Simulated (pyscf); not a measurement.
7 gas-phase steps of one pattern: addition across a multiple bond or ene-type step on the singlet surface, H–H broken and Ge–H + H–Se or Ge–H + H–Te or H–O + H–Si or H–S + H–Si formed. Single points on ωB97X-D3(BJ)/def2-SVP structures (PySCF, gas phase). Electronic energies in eV, from the separated reactants; ΔE‡ at ωB97M-D3(BJ)/def2-TZVP, beside the barrier at B3LYP-D3(BJ)/def2-TZVP on the same structures. Rows were drawn at random from the steps of this pattern with a verified saddle, stable references and no exit in the data more than 5 kcal/mol lower.

```csv
row,step,ΔE‡(B3LYP-D3(BJ)),ΔE‡
1,O=Si(Cl)–Cl + H₂ → HO–SiH(Cl)–Cl,0.68,?
2,O=SiH₂ + H₂ → HO–SiH₃,0.85,0.83
3,O=Si(OH)–OH + H₂ → HO–SiH(OH)–OH,0.68,0.65
4,H₂Si=S + H₂ → H₃Si–SH,0.96,0.94
5,S=SiH–Cl + H₂ -> HS–SiH₂–Cl,0.97,0.95
6,H₂Ge=Se + H₂ -> H₃Ge–SeH,1.26,1.22
7,H₂Ge=Te + H₂ → H₃Ge–TeH,1.28,1.23
```

From a straight line through the complete rows, estimate the missing barrier and say how far the line can be trusted.

Over the 6 complete rows the means are +1.00 (ΔE‡(B3LYP-D3(BJ))) and 0.97 (ΔE‡); least squares gives b = 0.96 and a = 0.01 eV, with residuals of 0.01 eV (root mean square; largest 0.01, row 3). For row 1: 0.01 + 0.96 × (+0.68) = 0.66 eV. The computed barrier is 0.64 eV, 0.02 under the line. The line follows the complete rows closely. Each barrier is that of the saddle found. Elements up to Kr have no core potential and no relativistic terms here. Elements past Kr carry the def2 core potentials, without spin-orbit coupling.
